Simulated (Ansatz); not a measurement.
C4H7NO can be A, `COCCC#N`, or B, `CC1C=NCO1`.

Gas-phase electronic energies from Ansatz, PBE0-D4/def2-TZVP geometries. CBS: MP2 limit from def2 TZ/QZ plus the TZ coupled-cluster correction, frozen cores. DFT in def2-TZVPP. B3LYP here is the variant with VWN-RPA as its local correlation; programs differ in this. One conformer a species, not always the lowest.

Question: Which isomer does CCSD(T)/CBS put lower? Give the gap. (Estimate.)

Answer: Ansatz gave: B, by 3.9 kcal/mol.

Question: Give E(B) − E(A) in kcal/mol with PBE-D4, MP2/def2-TZVPP, HF/def2-TZVPP, r2SCAN-D4, ωB97M-V, B3LYP-D4, B2PLYP. (Best estimate.)

Answer: Computed: PBE-D4 -7.6, MP2/def2-TZVPP -1.4, HF/def2-TZVPP 0.4, r2SCAN-D4 -6.8, ωB97M-V -4.8, B3LYP-D4 -3.3, B2PLYP -1.4. The order is the other way round with HF/def2-TZVPP.

Largest T1 diagnostic: 0.012.

The D4 term adds −1.0 kcal/mol with B3LYP and −0.4 kcal/mol with PBE0; it sums over pairs of atoms, weighted by their polarisabilities, and B3LYP, whose exchange is more repulsive, gets the larger term. In def2-TZVPP, CCSD(T) changes the Hartree–Fock value by −3.2 kcal/mol (the triples alone add −0.5 kcal/mol) and MP2 by −1.8 kcal/mol.
